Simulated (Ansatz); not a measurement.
```yaml
crystal:
  periodic: [false, false, false]
  atoms:
    - {symbol: B, position_ang: [-2.398171, 0.559755, -0.037770]}
    - {symbol: Ga, position_ang: [-0.330124, 0.325077, 0.016153]}
    - {symbol: Cl, position_ang: [1.454835, -0.858664, -0.023208]}
    - {symbol: H, position_ang: [-2.613622, 1.711755, 0.104089]}
basis:
  gaussian: {orbitals: def2-TZVP}
hamiltonian: {xc: pbe0}
relax: {f_tol: 0.004, max_steps: 80}
```

```sh
$ ansatz run in.yaml --threads 1 --pin off --events-out ev --progress --plain --max-ram 2176MiB
```

Steps of the relaxation (energy above the last step; positions in Å, forces in eV/Å):

```
4
step 1, 93.5 meV
B    -2.398    0.560   -0.038    0.096   -0.794   -0.092
Ga   -0.330    0.325    0.016    0.236    0.220    0.037
Cl    1.455   -0.859   -0.023   -0.008   -0.184   -0.024
H    -2.614    1.712    0.104   -0.324    0.759    0.079
```

```
4
step 2, 42.7 meV
B    -2.362    0.560   -0.034    0.011   -0.134   -0.010
Ga   -0.275    0.375    0.026    0.159    0.195    0.032
Cl    1.448   -0.911   -0.031   -0.094   -0.097   -0.018
H    -2.698    1.714    0.098   -0.075    0.037   -0.004
```

```
4
step 3, 13.0 meV
B    -2.290    0.538   -0.027   -0.108    0.455    0.048
Ga   -0.176    0.541    0.055    0.254   -0.284   -0.020
Cl    1.358   -1.001   -0.050   -0.191    0.208    0.014
H    -2.780    1.661    0.081    0.045   -0.379   -0.042
```

```
4
step 6, 0.2 meV
B    -2.251    0.571   -0.018   -0.066    0.026   -0.001
Ga   -0.150    0.544    0.061    0.053   -0.003    0.001
Cl    1.337   -1.012   -0.055   -0.021    0.014    0.002
H    -2.824    1.635    0.072    0.034   -0.038   -0.002
```

```
4
step 8, 0.0 meV
B    -2.254    0.569   -0.020    0.000    0.000    0.000
Ga   -0.147    0.548    0.059    0.000    0.000    0.000
Cl    1.335   -1.012   -0.054    0.000    0.000    0.000
H    -2.821    1.633    0.074    0.000    0.000    0.000
```

Close pairs at the end: B1–H4 1.210 Å, B1–Ga2 2.108 Å, Ga2–Cl3 2.155 Å.

A stationary point of restricted PBE0 after 8 steps (its stability towards spin polarisation wasn't tested); no frequencies were run, so it isn't proven a minimum. 41 s on 1 thread of Intel Xeon Platinum 8375C, shared host.
